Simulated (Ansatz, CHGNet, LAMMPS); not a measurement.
**hcp Zn, cohesive energy**

Reference value: 1.38 eV/atom (measured, finite-temperature (and zero-point) corrections as in the cited sets; as tabulated in Jana et al. (2018), arXiv:1807.00350).

| level (code) | value (eV/atom) | cell (Å³/atom) | error (eV/atom) |
|---|---|---|---|
| COMB comb3 (LAMMPS) | 1.49 | 15.27 | +0.11 |
| CHGNet-r²SCAN | 1.87 | 14.60 | +0.49 |
| LDA (Ansatz) | 1.88 | 13.62 | +0.50 |
| PBE (Ansatz) | 1.11 | 15.24 | -0.27 |
| r²SCAN (Ansatz) | 1.47 | 14.47 | +0.09 |
| B3LYP (VWN-RPA form) (Ansatz) | 0.49 | 16.76 | -0.89 |
| Hartree–Fock (Ansatz) | 0.04 | 19.32 | -1.34 |

Leaving aside COMB comb3 (doubt noted below), CHGNet-r²SCAN (doubt noted below): Of the ranked levels r²SCAN (+0.09 eV/atom) comes nearest. Among them Hartree–Fock (-1.34 eV/atom) misses by most. Of the ranked levels only r²SCAN lands within 0.2 eV/atom.

Free atoms are spin-polarised, in the lowest state found; at levels without +SOC their spin–orbit coupling is left out.  COMB comb3: the cell has another shape than the first-principles one, perhaps another minimum in the same group. CHGNet-r²SCAN: free atoms can lie outside what these potentials were trained on. Each level is taken at its own relaxed cell. Cutoffs and k meshes differ between the levels. Ansatz's density-functional and Hartree–Fock values are scalar-relativistic unless marked +SOC, with PAW data made under PBE.

Empirical potentials (COMB comb3) are fitted to chosen data: where that held the value shown, agreement is built in, and what lay outside the fit can be far off. Machine-learned potentials (CHGNet-r²SCAN) are trained on DFT data: a solid inside that data is no test of them.

Differences are worked out from the printed values.

Ansatz is a program for electronic structure.
